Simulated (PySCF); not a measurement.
Two structures of SiNH$_{7}$O, singlet, reached by relaxing down either side of one saddle point (PBE0-D4/def2-TZVP). Energies are electronic, without zero-point energy. Computed with PySCF 2.14 with density fitting (its default auxiliary sets; JK sets also for MP2 and CCSD(T)) (basis: def2-TZVPP and def2-QZVPP); correlated methods freeze the cores. Extrapolation: Hartree–Fock as exp(−7.88 √X), correlation as X^−2.97. First:

Si1  (-1.187, -0.631, -0.243)
N2  (0.284, -0.604, 0.685)
H3  (-2.085, -1.785, 0.048)
H4  (-1.918, 0.624, 0.052)
H5  (-0.805, -0.699, -1.676)
H6  (1.203, 1.070, 0.098)
O7  (1.544, 1.950, -0.134)
H8  (0.199, -0.391, 1.669)
H9  (0.920, -1.380, 0.569)
H10  (1.912, 1.856, -1.015)
(Å)

Second:

```tsv
atom	x (Å)	y (Å)	z (Å)
Si1	-0.6451	0.3305	-0.7216
N2	0.3927	-0.6021	1.3007
H3	-1.1783	-1.0567	-0.7429
H4	-1.2661	1.1717	0.3347
H5	-1.1847	0.9288	-1.9988
H6	0.9952	0.1162	1.6837
O7	0.9987	0.5084	-0.9566
H8	-0.2377	-0.9195	2.0266
H9	0.9813	-1.3770	1.0211
H10	1.1830	0.9248	-1.8005
```

(1) Which bonds change from the first to the second?

(2) Give the saddle point's structure and its height above each. (Judge from chemistry; the value comes from the calculation.)

T1 diagnostic: at most 0.011.

Results:

(1) SiNH₅ ([NH2][SiH3]) + H₂O → SiH₄O ([OH][SiH3]) + NH₃; bonds formed: Si1–O7, N2–H6; bonds broken: Si1–N2, H6–O7.

(2) Computed: 111.9 kJ/mol above the first and 141.8 kJ/mol above the second (CCSD(T) at an estimated basis limit (MP2 extrapolated from triple and quadruple zeta, plus CCSD(T) − MP2 in triple zeta)).
```
atom    x (Å)    y (Å)    z (Å)
 Si1  -0.7708   0.0544  -0.3822
  N2   0.4608  -0.7199   0.8098
  H3  -1.7753  -1.0842  -0.3011
  H4  -1.5926   1.1545   0.1763
  H5  -0.4564  -0.0408  -1.8363
  H6   1.0995   0.2509   0.4597
  O7   0.8181   1.2962  -0.2166
  H8   0.1513  -0.7449   1.7739
  H9   0.7746  -1.6455   0.5465
 H10   1.2911   1.4789  -1.0300
```

The step is the kind of ligand exchange by which a precursor binds to a hydroxyl group, or is hydrolysed, in atomic layer deposition of oxides.

Labels in which every atom is bracketed show which atoms are joined, not bond orders.

For scale, one of the runs: CCSD(T)/def2-TZVPP, 202 basis functions, launched by `OMP_NUM_THREADS=4 python run.py`. Time: 5.5 min of wall clock on 4 CPU threads of an Arm Neoverse V2; the host was shared. Peak host memory: 2.5 GiB.
